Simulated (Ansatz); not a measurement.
Pulling the pair apart

The pair of HCl (SMILES Cl, atoms 1–2) and HCl (SMILES Cl, atoms 3–4), both closed shells, in one local arrangement (a lower one may exist), relaxed at PBE0-D4/def2-TZVP:

```
4
angstrom
Cl 0.1511 -0.1650 -2.1757
H -0.2730 0.0173 -0.9757
Cl -0.5515 0.2323 1.4770
H 0.6735 -0.0847 1.6744
```

HCl is shifted rigidly along the line between the mean atom positions of the two fragments (negative: closer). Counterpoise interaction energies in kcal/mol. Program: Ansatz 0.2.0. Basis: def2-TZVPPD. Cores are frozen in the correlated methods. B3LYP uses VWN-RPA correlation.

```json
{"shift (Å)": "-0.37", "B3LYP-D4": "-0.58", "HF": "3.34", "MP2": "-0.12"}
{"shift (Å)": "-0.19", "B3LYP-D4": "-1.76", "HF": "1.07", "MP2": "-1.39"}
{"shift (Å)": "0.00", "B3LYP-D4": "-2.08", "HF": "-0.05", "MP2": "-1.80"}
{"shift (Å)": "0.19", "B3LYP-D4": "-2.00", "HF": "-0.56", "MP2": "-1.80"}
{"shift (Å)": "0.45", "B3LYP-D4": "-1.65", "HF": "-0.78", "MP2": "-1.56"}
{"shift (Å)": "0.94", "B3LYP-D4": "-1.00", "HF": "-0.67", "MP2": "-1.01"}
{"shift (Å)": "1.87", "B3LYP-D4": "-0.38", "HF": "-0.33", "MP2": "-0.42"}
{"shift (Å)": "3.74", "B3LYP-D4": "-0.10", "HF": "-0.10", "MP2": "-0.11"}
```

Problem. What does CCSD(T) give at these shifts? (An estimate is asked for; the value comes from the calculation.)

Solution. Computed: 0.60, -0.89, -1.45, -1.56, -1.40, -0.94, -0.39, -0.10 kcal/mol. For zero shift, CCSD(T) at an estimated basis limit (MP2 extrapolated from triple and quadruple zeta, plus CCSD(T) − MP2 in triple zeta) gives -1.87 kcal/mol. These are counterpoise interaction energies, counted from the two frozen fragments.

No T1 diagnostic of these runs exceeds 0.007.

For scale, one of the runs: CCSD(T)/def2-TZVPPD, 136 basis functions, launched by `ansatz run in.yaml --threads 2 --pin off --events-out ev --progress --plain --max-ram 5222MiB`. Hardware: 2 CPU threads of an Intel Xeon Platinum 8259CL, shared host. Wall time 6 s; peak host memory 0.67 GiB.
